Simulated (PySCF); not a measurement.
# Argon: a sound run and one with changed settings

Sound run: Ar [Ar], Ar⁺ [Ne] 3s2 3p5. Computed with PySCF 2.14 in cc-pV(T+d)Z, with the non-relativistic Hamiltonian (point nucleus). In the sound run the correlated levels freeze [Ne]. The sound run starts from symmetry-adapted Hartree-Fock orbitals and uses a fine grid where one is needed.

Changed run: initial guess sap, at most 50 SCF cycles, level shift 0.1 hartree.

| species | method | sound run (hartree) | changed run (hartree) | converged |
| --- | --- | --- | --- | --- |
| Ar | UHF | -526.81313 | -526.81313 | yes |
| Ar | M06-L | -527.53753 | -527.53753 | yes |
| Ar | MN15 | -527.45870 | -527.45870 | yes |
| Ar | MP2 | -527.02018 | -527.00869 | yes |
| Ar | CCSD(T) | -527.04546 | -527.04546 | yes |
| Ar⁺ | UHF | -526.27765 | -526.27765 | yes |
| Ar⁺ | M06-L | -526.95714 | -526.95714 | yes |
| Ar⁺ | MN15 | -526.87785 | -526.87785 | yes |
| Ar⁺ | MP2 | -526.44384 | -526.43492 | yes |
| Ar⁺ | CCSD(T) | -526.47435 | -526.47435 | yes |

Ionisation energy of Ar:

```json
{"method": "UHF", "sound run (eV)": "14.571", "changed run (eV)": "14.571"}
{"method": "M06-L", "sound run (eV)": "15.793", "changed run (eV)": "15.793"}
{"method": "MN15", "sound run (eV)": "15.806", "changed run (eV)": "15.806"}
{"method": "MP2", "sound run (eV)": "15.683", "changed run (eV)": "15.613"}
{"method": "SCS-MP2", "sound run (eV)": "15.580", "changed run (eV)": "15.518"}
{"method": "CCSD", "sound run (eV)": "15.500", "changed run (eV)": "15.500"}
{"method": "CCSD(T)", "sound run (eV)": "15.541", "changed run (eV)": "15.541"}
```

A level shift leaves the converged SCF energy unchanged but raises the virtual orbital energies, which shrinks MP2 if it is not removed.

For comparison, NIST gives 15.760 eV between the lowest levels.
